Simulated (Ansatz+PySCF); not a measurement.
Values are calculated unless marked as measured or tabulated.
## PySCF 2.14.0 run

```python
from pyscf import gto, scf

mol = gto.M(atom="""
C 0.035450 -0.015290 -0.706900
C -0.016270 0.005140 0.789390
H 0.940480 -0.034090 1.363990
H -0.976320 0.003580 1.379480
H 0.008200 1.011240 -1.073010
H 0.850200 -0.466870 -1.151600
H -0.928040 -0.472470 -1.089950
""", basis='def2-svp', charge=0, spin=1)
mf = scf.ROHF(mol)
mf.init_guess = 'minao'
mf.kernel()
while True:  # follow internal instabilities
    mo, _, stable, _ = mf.stability(return_status=True)
    if stable: break
    mf.kernel(mf.make_rdm1(mo, mf.mo_occ))
print(mf.converged, mf.e_tot, mf.spin_square()[0])
```

The script is written out from the run's settings.

Output:

| Item | Value |
| --- | --- |
| Converged | yes |
| Total energy | -78.53057 hartree |
| Spin squared of the determinant | 0.750 |
